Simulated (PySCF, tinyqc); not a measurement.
Inside a calculation. Method: RHF in the sto-3g basis, for CH2, spin multiplicity 1. The lowest restricted solution is unstable here: a spin-polarised one lies 0.0384 hartree lower (PySCF). Computed by tinyqc, a small Python program that keeps every step (integrals from PySCF). Settings: charge = 0, multiplicity = 1, basis = sto-3g, energy threshold = 1e-10, iteration cap = 51, orthogonalisation = symmetric, start = Wolfsberg-Helmholz matrix, DIIS depth = 0, method = RHF. Command: `OMP_NUM_THREADS=1 python tinyqc.py 30875 30876 out.jsonl` (the two numbers bound the seeds that draw the settings). One thread of a shared host (Intel(R) Xeon(R) Processor @ 2.60GHz), about 0.05 s of CPU time with the checks. Later iterations appear only in the table of the cycle.

## One-electron integrals

Geometry (angstrom):
```
atom         x          y         z
C     0.000000   0.000000  0.000000
H     0.000000   0.940000  0.562000
H     0.000000  -0.940000  0.562000
```

Basis sto-3g: exponents (1/bohr^2) and contraction coefficients of normalised primitives:
```
element  l (shell)   exponent  coefficient
C            s (1)  71.616837     0.154329
C            s (1)  13.045096     0.535328
C            s (1)   3.530512     0.444635
C            s (2)   2.941249    -0.099967
C            s (2)   0.683483     0.399513
C            s (2)   0.222290     0.700115
C            p (3)   2.941249     0.155916
C            p (3)   0.683483     0.607684
C            p (3)   0.222290     0.391957
H            s (1)   3.425251     0.154329
H            s (1)   0.623914     0.535328
H            s (1)   0.168855     0.444635
```

Overlap, kinetic and nuclear-attraction integrals over the contracted functions; the nuclear repulsion is the sum of Za Zb / Rab.

nuclear repulsion = 6.07966655 hartree

overlap S, lower triangle:
```
           1C 1s     1C 2s    1C 2px     1C 2py    1C 2pz     2H 1s     3H 1s
1C 1s   1.000000
1C 2s   0.248362  1.000000
1C 2px  0.000000  0.000000  1.000000
1C 2py  0.000000  0.000000  0.000000   1.000000
1C 2pz  0.000000  0.000000  0.000000   0.000000  1.000000
2H 1s   0.061525  0.487771  0.000000   0.399526  0.238866  1.000000
3H 1s   0.061525  0.487771  0.000000  -0.399526  0.238866  0.144706  1.000000
```

kinetic energy T (hartree), lower triangle:
```
            1C 1s     1C 2s    1C 2px     1C 2py    1C 2pz      2H 1s     3H 1s
1C 1s   15.891122
1C 2s   -0.085890  0.472250
1C 2px   0.000000  0.000000  1.477728
1C 2py   0.000000  0.000000  0.000000   1.477728
1C 2pz   0.000000  0.000000  0.000000   0.000000  1.477728
2H 1s   -0.010702  0.105175  0.000000   0.221430  0.132387   0.760032
3H 1s   -0.010702  0.105175  0.000000  -0.221430  0.132387  -0.008162  0.760032
```

nuclear attraction V (hartree), lower triangle:
```
             1C 1s      1C 2s     1C 2px     1C 2py     1C 2pz      2H 1s      3H 1s
1C 1s   -34.619106
1C 2s    -4.432237  -6.129575
1C 2px    0.000000   0.000000  -6.003778
1C 2py    0.000000   0.000000   0.000000  -6.189588
1C 2pz   -0.017217  -0.176338   0.000000   0.000000  -6.070196
2H 1s    -1.119357  -2.558326   0.000000  -1.941114  -1.203279  -4.345738
3H 1s    -1.119357  -2.558326   0.000000   1.941114  -1.203279  -0.698417  -4.345738
```

core Hamiltonian H = T + V (hartree), lower triangle:
```
             1C 1s      1C 2s     1C 2px     1C 2py     1C 2pz      2H 1s      3H 1s
1C 1s   -18.727984
1C 2s    -4.518127  -5.657325
1C 2px    0.000000   0.000000  -4.526050
1C 2py    0.000000   0.000000   0.000000  -4.711860
1C 2pz   -0.017217  -0.176338   0.000000   0.000000  -4.592468
2H 1s    -1.130059  -2.453151   0.000000  -1.719684  -1.070892  -3.585706
3H 1s    -1.130059  -2.453151   0.000000   1.719684  -1.070892  -0.706579  -3.585706
```

## Two-electron integrals

Functions are numbered as in S; the eight-fold symmetry (ij|kl) = (ji|kl) = (kl|ij) leaves the list below.

Two-electron integrals (ij|kl) in chemists' order, unique and non-zero (hartree):
```
(11|11) 3.541948    (21|11) 0.576921    (21|21) 0.111888    (22|11) 0.854682
(22|21) 0.205284    (22|22) 0.624709    (31|31) 0.020296    (32|31) 0.030858
(32|32) 0.137996    (33|11) 0.852436    (33|21) 0.205335    (33|22) 0.624568
(33|33) 0.672833    (41|41) 0.020296    (42|41) 0.030858    (42|42) 0.137996
(43|43) 0.036269    (44|11) 0.852436    (44|21) 0.205335    (44|22) 0.624568
(44|33) 0.600295    (44|44) 0.672833    (51|51) 0.020296    (52|51) 0.030858
(52|52) 0.137996    (53|53) 0.036269    (54|54) 0.036269    (55|11) 0.852436
(55|21) 0.205335    (55|22) 0.624568    (55|33) 0.600295    (55|44) 0.600295
(55|55) 0.672833    (61|11) 0.144083    (61|21) 0.027760    (61|22) 0.050788
(61|33) 0.050614    (61|41) 0.001467    (61|42) 0.002717    (61|44) 0.051012
(61|51) 0.000877    (61|52) 0.001624    (61|54) 0.000238    (61|55) 0.050756
(61|61) 0.007045    (62|11) 0.329898    (62|21) 0.080218    (62|22) 0.266740
(62|33) 0.260499    (62|41) 0.006555    (62|42) 0.044237    (62|44) 0.274113
(62|51) 0.003919    (62|52) 0.026448    (62|54) 0.008139    (62|55) 0.265366
(62|61) 0.020738    (62|62) 0.146592    (63|31) 0.008352    (63|32) 0.043425
(63|43) 0.008771    (63|53) 0.005244    (63|63) 0.018537    (64|11) 0.236065
(64|21) 0.058168    (64|22) 0.205100    (64|33) 0.194716    (64|41) 0.012515
(64|42) 0.075151    (64|44) 0.222124    (64|51) 0.002489    (64|52) 0.018969
(64|54) 0.011142    (64|55) 0.198243    (64|61) 0.015781    (64|62) 0.134006
(64|64) 0.138829    (65|11) 0.141136    (65|21) 0.034777    (65|22) 0.122623
(65|33) 0.116415    (65|41) 0.002489    (65|42) 0.018969    (65|44) 0.122314
(65|51) 0.009840    (65|52) 0.054765    (65|54) 0.012298    (65|55) 0.129012
(65|61) 0.009435    (65|62) 0.080119    (65|64) 0.071919    (65|65) 0.061536
(66|11) 0.472259    (66|21) 0.116813    (66|22) 0.439966    (66|33) 0.416475
(66|41) 0.012420    (66|42) 0.110941    (66|44) 0.468025    (66|51) 0.007426
(66|52) 0.066329    (66|54) 0.030820    (66|55) 0.434901    (66|61) 0.030696
(66|62) 0.300522    (66|64) 0.304079    (66|65) 0.181800    (66|66) 0.774606
(71|11) 0.144083    (71|21) 0.027760    (71|22) 0.050788    (71|33) 0.050614
(71|41) -0.001467   (71|42) -0.002717   (71|44) 0.051012    (71|51) 0.000877
(71|52) 0.001624    (71|54) -0.000238   (71|55) 0.050756    (71|61) 0.006818
(71|62) 0.019457    (71|64) 0.013412    (71|65) 0.008861    (71|66) 0.028153
(71|71) 0.007045    (72|11) 0.329898    (72|21) 0.080218    (72|22) 0.266740
(72|33) 0.260499    (72|41) -0.006555   (72|42) -0.044237   (72|44) 0.274113
(72|51) 0.003919    (72|52) 0.026448    (72|54) -0.008139   (72|55) 0.265366
(72|61) 0.019457    (72|62) 0.106423    (72|64) 0.069551    (72|65) 0.056559
(72|66) 0.171687    (72|71) 0.020738    (72|72) 0.146592    (73|31) 0.008352
(73|32) 0.043425    (73|43) -0.008771   (73|53) 0.005244    (73|63) 0.012621
(73|73) 0.018537    (74|11) -0.236065   (74|21) -0.058168   (74|22) -0.205100
(74|33) -0.194716   (74|41) 0.012515    (74|42) 0.075151    (74|44) -0.222124
(74|51) -0.002489   (74|52) -0.018969   (74|54) 0.011142    (74|55) -0.198243
(74|61) -0.013412   (74|62) -0.069551   (74|64) -0.033996   (74|65) -0.036200
(74|66) -0.102838   (74|71) -0.015781   (74|72) -0.134006   (74|74) 0.138829
(75|11) 0.141136    (75|21) 0.034777    (75|22) 0.122623    (75|33) 0.116415
(75|41) -0.002489   (75|42) -0.018969   (75|44) 0.122314    (75|51) 0.009840
(75|52) 0.054765    (75|54) -0.012298   (75|55) 0.129012    (75|61) 0.008861
(75|62) 0.056559    (75|64) 0.036200    (75|65) 0.042062    (75|66) 0.097081
(75|71) 0.009435    (75|72) 0.080119    (75|74) -0.071919   (75|75) 0.061536
(76|11) 0.088251    (76|21) 0.021520    (76|22) 0.073906    (76|33) 0.071982
(76|44) 0.074271    (76|51) 0.001752    (76|52) 0.012517    (76|55) 0.075393
(76|61) 0.005429    (76|62) 0.036495    (76|64) 0.028900    (76|65) 0.021920
(76|66) 0.069952    (76|71) 0.005429    (76|72) 0.036495    (76|74) -0.028900
(76|75) 0.021920    (76|76) 0.011019    (77|11) 0.472259    (77|21) 0.116813
(77|22) 0.439966    (77|33) 0.416475    (77|41) -0.012420   (77|42) -0.110941
(77|44) 0.468025    (77|51) 0.007426    (77|52) 0.066329    (77|54) -0.030820
(77|55) 0.434901    (77|61) 0.028153    (77|62) 0.171687    (77|64) 0.102838
(77|65) 0.097081    (77|66) 0.279999    (77|71) 0.030696    (77|72) 0.300522
(77|74) -0.304079   (77|75) 0.181800    (77|76) 0.069952    (77|77) 0.774606
```

## Orthogonalisation

S = U s U^T; symmetric (Loewdin) form X = U s^(-1/2) U^T, so that X^T S X = 1.

eigenvalues of S: 0.283973  0.358018  0.875958  1.000000  1.088416  1.497276  1.896360

X, lower triangle:
```
            1C 1s      1C 2s    1C 2px     1C 2py     1C 2pz      2H 1s     3H 1s
1C 1s    1.027100
1C 2s   -0.155002   1.304851
1C 2px   0.000000   0.000000  1.000000
1C 2py   0.000000   0.000000  0.000000   1.190018
1C 2pz  -0.012300   0.134466  0.000000   0.000000   1.064439
2H 1s    0.026313  -0.352001  0.000000  -0.299501  -0.169246   1.265909
3H 1s    0.026313  -0.352001  0.000000   0.299501  -0.169246  -0.032586  1.265909
```

## Starting guess

The start is the generalised Wolfsberg-Helmholz matrix (K = 1.75) built on H; D = 2 C_occ C_occ^T.

D at the start, lower triangle:
```
            1C 1s      1C 2s    1C 2px     1C 2py    1C 2pz     2H 1s     3H 1s
1C 1s    2.060487
1C 2s   -0.213032   0.972638
1C 2px   0.000000   0.000000  0.000000
1C 2py   0.000000   0.000000  0.000000   1.034119
1C 2pz   0.135707  -0.471113  0.000000   0.000000  1.811755
2H 1s   -0.171832   0.371688  0.000000   0.420965  0.118596  0.374350
3H 1s   -0.171832   0.371688  0.000000  -0.420965  0.118596  0.031620  0.374350
```

## Iteration 1: building the Fock matrix

J_ij = sum D_kl (ij|kl), K_ij = sum D_kl (ik|jl); F = H + J - 0.5 K; E = tr D H + tr D J / 2 - 0.25 tr D K + E_nn.

Coulomb J (hartree), lower triangle:
```
            1C 1s     1C 2s    1C 2px     1C 2py    1C 2pz     2H 1s     3H 1s
1C 1s   11.524614
1C 2s    2.228539  5.157930
1C 2px   0.000000  0.000000  5.036770
1C 2py   0.000000  0.000000  0.000000   5.219437
1C 2pz  -0.003813  0.024930  0.000000   0.000000  5.201252
2H 1s    0.554276  2.202551  0.000000   1.699381  1.023257  3.701453
3H 1s    0.554276  2.202551  0.000000  -1.699381  1.023257  0.609295  3.701453
```

exchange K (hartree), lower triangle:
```
           1C 1s      1C 2s    1C 2px     1C 2py    1C 2pz     2H 1s     3H 1s
1C 1s   7.169754
1C 2s   1.270664   1.688375
1C 2px  0.000000   0.000000  0.356865
1C 2py  0.000000   0.000000  0.000000   1.508626
1C 2pz  0.009710  -0.067366  0.000000   0.000000  1.624707
2H 1s   0.322253   0.886886  0.000000   0.693384  0.385245  1.147025
3H 1s   0.322253   0.886886  0.000000  -0.693384  0.385245  0.270199  1.147025
```

Fock matrix F (hartree), lower triangle:
```
             1C 1s      1C 2s    1C 2px     1C 2py     1C 2pz      2H 1s      3H 1s
1C 1s   -10.788247
1C 2s    -2.924920  -1.343583
1C 2px    0.000000   0.000000  0.332287
1C 2py    0.000000   0.000000  0.000000  -0.246736
1C 2pz   -0.025885  -0.117726  0.000000   0.000000  -0.203570
2H 1s    -0.736910  -0.694043  0.000000  -0.366995  -0.240257  -0.457766
3H 1s    -0.736910  -0.694043  0.000000   0.366995  -0.240257  -0.232384  -0.457766
```

total energy of this density = -38.23327084 hartree

## Iteration 1: diagonalisation and new density

Diagonalise F' = X^T F X, C = X C', fill 4 alpha and 4 beta electrons from the bottom; D = 2 C_occ C_occ^T. Each column has its largest component positive (the first on a tie).

F' = X^T F X (hartree), lower triangle:
```
            1          2         3          4          5          6         7
1  -10.550665
2   -1.575505  -0.418829
3    0.000000   0.000000  0.332287
4    0.000000   0.000000  0.000000   0.133359
5   -0.044228   0.097079  0.000000   0.000000  -0.089287
6   -0.100552  -0.466706  0.000000  -0.457341  -0.238409   0.064113
7   -0.100552  -0.466706  0.000000   0.457341  -0.238409  -0.082507  0.064113
```

orbital energies (hartree): MO1 -10.795479, MO2 -0.767609, MO3 -0.506824, MO4 -0.191138, MO5 0.332287, MO6 0.677050, MO7 0.786801

coefficients C:
```
              MO1        MO2        MO3        MO4       MO5        MO6        MO7
1C 1s    0.992306  -0.207123   0.000000   0.122638  0.000000  -0.194636   0.000000
1C 2s    0.033725   0.599595   0.000000  -0.520874  0.000000   1.166443   0.000000
1C 2px   0.000000   0.000000   0.000000   0.000000  1.000000   0.000000   0.000000
1C 2py   0.000000   0.000000   0.547809   0.000000  0.000000   0.000000   1.138178
1C 2pz   0.006477   0.178747   0.000000   0.855488  0.000000   0.666857   0.000000
2H 1s   -0.008328   0.312766   0.433049   0.122070  0.000000  -0.894981  -0.863258
3H 1s   -0.008328   0.312766  -0.433049   0.122070  0.000000  -0.894981   0.863258
```

D after iteration 1, lower triangle:
```
            1C 1s      1C 2s    1C 2px     1C 2py    1C 2pz      2H 1s     3H 1s
1C 1s    2.085224
1C 2s   -0.309207   1.263923
1C 2px   0.000000   0.000000  0.000000
1C 2py   0.000000   0.000000  0.000000   0.600189
1C 2pz   0.148640  -0.676414  0.000000   0.000000  1.527703
2H 1s   -0.116150   0.247338  0.000000   0.474457  0.320563   0.600650
3H 1s   -0.116150   0.247338  0.000000  -0.474457  0.320563  -0.149477  0.600650
```

## Iteration 2: building the Fock matrix

As before.

Coulomb J (hartree), lower triangle:
```
            1C 1s     1C 2s    1C 2px     1C 2py    1C 2pz     2H 1s     3H 1s
1C 1s   11.352494
1C 2s    2.185557  5.067070
1C 2px   0.000000  0.000000  4.949124
1C 2py   0.000000  0.000000  0.000000   5.126765
1C 2pz  -0.006505  0.030061  0.000000   0.000000  5.108648
2H 1s    0.543510  2.180078  0.000000   1.689759  1.020455  3.723774
3H 1s    0.543510  2.180078  0.000000  -1.689759  1.020455  0.604747  3.723774
```

exchange K (hartree), lower triangle:
```
           1C 1s      1C 2s    1C 2px     1C 2py    1C 2pz     2H 1s     3H 1s
1C 1s   7.184444
1C 2s   1.242436   1.678371
1C 2px  0.000000   0.000000  0.355780
1C 2py  0.000000   0.000000  0.000000   1.338207
1C 2pz  0.005098  -0.105643  0.000000   0.000000  1.547037
2H 1s   0.318669   0.880426  0.000000   0.698427  0.412843  1.259923
3H 1s   0.318669   0.880426  0.000000  -0.698427  0.412843  0.248516  1.259923
```

Fock matrix F (hartree), lower triangle:
```
             1C 1s      1C 2s    1C 2px     1C 2py     1C 2pz      2H 1s      3H 1s
1C 1s   -10.967712
1C 2s    -2.953788  -1.429441
1C 2px    0.000000   0.000000  0.245183
1C 2py    0.000000   0.000000  0.000000  -0.254199
1C 2pz   -0.026271  -0.093455  0.000000   0.000000  -0.257339
2H 1s    -0.745884  -0.713286  0.000000  -0.379138  -0.256858  -0.491894
3H 1s    -0.745884  -0.713286  0.000000   0.379138  -0.256858  -0.226090  -0.491894
```

total energy of this density = -38.35165280 hartree

## Iteration 2: diagonalisation and new density

As before.

F' = X^T F X (hartree), lower triangle:
```
            1          2         3          4          5          6         7
1  -10.733439
2   -1.566417  -0.520447
3    0.000000   0.000000  0.245183
4    0.000000   0.000000  0.000000   0.132849
5   -0.046746   0.128906  0.000000   0.000000  -0.132689
6   -0.106684  -0.460904  0.000000  -0.459903  -0.256689   0.031825
7   -0.106684  -0.460904  0.000000   0.459903  -0.256689  -0.064191  0.031825
```

orbital energies (hartree): MO1 -10.973945, MO2 -0.818143, MO3 -0.536230, MO4 -0.279014, MO5 0.245183, MO6 0.652161, MO7 0.765095

coefficients C:
```
              MO1        MO2        MO3        MO4       MO5        MO6        MO7
1C 1s    0.992917  -0.214502   0.000000   0.122228  0.000000  -0.183469   0.000000
1C 2s    0.031013   0.644079   0.000000  -0.548217  0.000000   1.129695   0.000000
1C 2px   0.000000   0.000000   0.000000   0.000000  1.000000   0.000000   0.000000
1C 2py   0.000000   0.000000   0.525765   0.000000  0.000000   0.000000   1.148527
1C 2pz   0.005976   0.160484   0.000000   0.831475  0.000000   0.701006   0.000000
2H 1s   -0.007414   0.288469   0.449611   0.173610  0.000000  -0.894637  -0.854749
3H 1s   -0.007414   0.288469  -0.449611   0.173610  0.000000  -0.894637   0.854749
```

D after iteration 2, lower triangle:
```
            1C 1s      1C 2s    1C 2px     1C 2py    1C 2pz      2H 1s     3H 1s
1C 1s    2.093668
1C 2s   -0.348740   1.432682
1C 2px   0.000000   0.000000  0.000000
1C 2py   0.000000   0.000000  0.000000   0.552858
1C 2pz   0.146278  -0.704557  0.000000   0.000000  1.434282
2H 1s   -0.096036   0.180782  0.000000   0.472780  0.381205   0.631119
3H 1s   -0.096036   0.180782  0.000000  -0.472780  0.381205  -0.177481  0.631119
```

## Iteration 14 (converged): orbitals

converged F (hartree), lower triangle:
```
             1C 1s      1C 2s    1C 2px     1C 2py     1C 2pz      2H 1s      3H 1s
1C 1s   -10.985367
1C 2s    -2.954358  -1.451533
1C 2px    0.000000   0.000000  0.233587
1C 2py    0.000000   0.000000  0.000000  -0.251686
1C 2pz   -0.026319  -0.091531  0.000000   0.000000  -0.248446
2H 1s    -0.746375  -0.712589  0.000000  -0.377820  -0.263638  -0.492210
3H 1s    -0.746375  -0.712589  0.000000   0.377820  -0.263638  -0.223586  -0.492210
```

As before.

F' = X^T F X (hartree), lower triangle:
```
            1          2         3          4          5          6         7
1  -10.752456
2   -1.559673  -0.556979
3    0.000000   0.000000  0.233587
4    0.000000   0.000000  0.000000   0.134024
5   -0.046847   0.134251  0.000000   0.000000  -0.117518
6   -0.108607  -0.452939  0.000000  -0.457430  -0.267545   0.030250
7   -0.108607  -0.452939  0.000000   0.457430  -0.267545  -0.059411  0.030250
```

orbital energies (hartree): MO1 -10.991392, MO2 -0.827865, MO3 -0.535441, MO4 -0.286352, MO5 0.233587, MO6 0.649496, MO7 0.759126

coefficients C:
```
              MO1        MO2        MO3        MO4       MO5        MO6        MO7
1C 1s    0.993036  -0.217923   0.000000   0.124797  0.000000  -0.176947   0.000000
1C 2s    0.030487   0.664237   0.000000  -0.574104  0.000000   1.104905   0.000000
1C 2px   0.000000   0.000000   0.000000   0.000000  1.000000   0.000000   0.000000
1C 2py   0.000000   0.000000   0.522336   0.000000  0.000000   0.000000   1.150091
1C 2pz   0.005878   0.157753   0.000000   0.811549  0.000000   0.724581   0.000000
2H 1s   -0.007245   0.275784   0.452160   0.204946  0.000000  -0.892005  -0.853404
3H 1s   -0.007245   0.275784  -0.452160   0.204946  0.000000  -0.892005   0.853404
```

D after iteration 14, lower triangle:
```
            1C 1s      1C 2s    1C 2px     1C 2py    1C 2pz      2H 1s     3H 1s
1C 1s    2.098369
1C 2s   -0.372249   1.543473
1C 2px   0.000000   0.000000  0.000000
1C 2py   0.000000   0.000000  0.000000   0.545669
1C 2pz   0.145477  -0.721898  0.000000   0.000000  1.367065
2H 1s   -0.083435   0.130610  0.000000   0.472358  0.419573   0.645121
3H 1s   -0.083435   0.130610  0.000000  -0.472358  0.419573  -0.172673  0.645121
```

## Convergence

Stop when the energy changes by less than 1e-10 hartree and every element of the error matrix X^T (F D S - S D F) X is below 3e-06.

Course of the cycle:
```
iteration   E (hartree)     change  largest element of the error matrix
1          -38.23327084          -                             2.83e-01
2          -38.35165280  -1.18e-01                             6.36e-02
3          -38.35982756  -8.17e-03                             2.62e-02
4          -38.36094219  -1.11e-03                             1.06e-02
5          -38.36111656  -1.74e-04                             4.32e-03
6          -38.36114563  -2.91e-05                             1.78e-03
7          -38.36115061  -4.98e-06                             7.34e-04
8          -38.36115147  -8.63e-07                             3.04e-04
9          -38.36115162  -1.50e-07                             1.27e-04
10         -38.36115165  -2.62e-08                             5.28e-05
11         -38.36115165  -4.57e-09                             2.20e-05
12         -38.36115165  -7.97e-10                             9.18e-06
13         -38.36115165  -1.39e-10                             3.83e-06
14         -38.36115165  -2.42e-11                             1.60e-06
```

PySCF RHF in the same basis = -38.36115165 hartree

Converged in 14 iterations.

## Populations, bond orders and dipole

Mulliken: Z minus the diagonal of D S on the atom; Loewdin: the same with S^(1/2) D S^(1/2); Mayer order: 2 sum_s sum (D(s) S)_ij (D(s) S)_ji over the two atoms.

Charges (e):
```
atom   Mulliken    Loewdin
1C    -0.064702  -0.016719
2H     0.032351   0.008360
3H     0.032351   0.008360
```

Mayer bond orders:
```
pair     order
2-1   0.987019
3-1   0.987019
3-2   0.011934
```

dipole moment about the origin, x y z (debye): 0.000000  0.000000  1.626177
